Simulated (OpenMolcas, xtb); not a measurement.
**A ladder of methods for SiNH4O (SMILES N[SiH]O)**

The species is SiNH4O (7 atoms), meant as a doublet with charge 0. SMILES: `N[SiH]O`. The shape is that of a PBE0-D4/def2-TZVP optimisation. This is one conformer, not always the lowest.

```xyz
7

N    -0.6949    0.5483   -0.5752
Si    0.2931    0.1590    0.7813
O     1.6229   -0.6724    0.2703
H    -0.3559    1.1681   -1.2948
H    -1.6858    0.6732   -0.4329
H    -0.5991   -0.6619    1.6647
H     1.4809   -1.2824   -0.4590
```

Each level gives the vertical ionisation energy (to the singlet cation) (eV). The values are calculated.

| level | kind | program | value (eV) | CPU time (all runs) |
| --- | --- | --- | --- | --- |
| GFN1-xTB | semi-empirical | xtb | 11.50 | under 2 s |
| UHF/6-311+G** | Hartree–Fock | OpenMolcas | 7.73 | 38 s |
| USVWN5/6-311+G** | LDA | OpenMolcas | 7.66 | 1.7 min |
| U-revPBE/6-311+G** | GGA | OpenMolcas | 7.65 | 2.5 min |
| UM06-L/6-311+G** | meta-GGA | OpenMolcas | 7.67 | 3.2 min |
| UB3LYP/6-311+G** | global hybrid | OpenMolcas | 7.85 | 2.2 min |
| UPBE0/6-311+G** | global hybrid | OpenMolcas | 7.88 | 2.2 min |

The values span 7.65 to 11.50 eV. The xTB values lack the empirical shift that such differences need. CPU times are rough (shared hosts, several kinds of processor and program).
